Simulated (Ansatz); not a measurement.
# FH5Si2: the cost of one run

All numbers below are computed with Ansatz 0.2.0 (RKS PBE0/def2-SVP).

**1. Starting point**

Bond lengths: Si1–Si2 2.420 Å, Si2–H3 1.460 Å, Si2–H4 1.460 Å, Si2–H5 1.460 Å, Si1–H6 1.660 Å, Si1–F7 1.589 Å, Si1–H8 1.459 Å. Angles: Si1–Si2–H3 78.1°, Si1–Si2–H4 130.9°, Si1–Si2–H5 113.2°, H3–Si2–H4 109.4°, H3–Si2–H5 109.4°, H4–Si2–H5 109.4°, Si2–Si1–H6 55.0°, Si2–Si1–F7 122.4°, Si2–Si1–H8 122.4°, H6–Si1–F7 118.9°, H6–Si1–H8 118.9°, F7–Si1–H8 109.5°.

As a file:

```xyz
8

Si    0.0000    0.0000    0.0000
Si    1.3097    0.0000    2.0349
H    -0.0051   -0.4067    2.5222
H     2.3193   -0.9353    2.5222
H     1.6149    1.3420    2.5222
H     1.6588    0.0000    0.0648
F    -0.7489    1.2974   -0.5295
H    -0.6877   -1.1914   -0.4862
```

**2. Pulling towards end A**

Springs on the bonds that form and break draw the guess towards this end; the thresholds are loose.

The input, input.yaml:

```yaml
crystal:
  periodic: [false, false, false]
  atoms:
    - { symbol: Si, position_ang: [0.0, 0.0, 0.0] }
    - { symbol: Si, position_ang: [1.3097, 0.0, 2.0349] }
    - { symbol: H, position_ang: [-0.0051, -0.4067, 2.5222] }
    - { symbol: H, position_ang: [2.3193, -0.9353, 2.5222] }
    - { symbol: H, position_ang: [1.6149, 1.342, 2.5222] }
    - { symbol: H, position_ang: [1.6588, 0.0, 0.0648] }
    - { symbol: F, position_ang: [-0.7489, 1.2974, -0.5295] }
    - { symbol: H, position_ang: [-0.6877, -1.1914, -0.4862] }
basis:
  gaussian: { orbitals: def2-SVP }
hamiltonian:
  xc: pbe0
relax:
  f_tol: 0.15
  max_steps: 25
  restrain:
    - { distance: [1, 5], at: 2.66, k: 30.0 }
    - { distance: [0, 1], at: 2.22, k: 30.0 }
    - { distance: [0, 5], at: 1.46, k: 30.0 }
```

The run is started by

```console
ansatz run input.yaml --threads 1 --pin off --max-ram 2048MiB --backend cpu --events-out ev --progress --plain --runs-dir out
```

What time and memory should one allow on 1 thread of Arm Neoverse V2, shared host?

About 17 s, with a peak of 0.14 GiB.
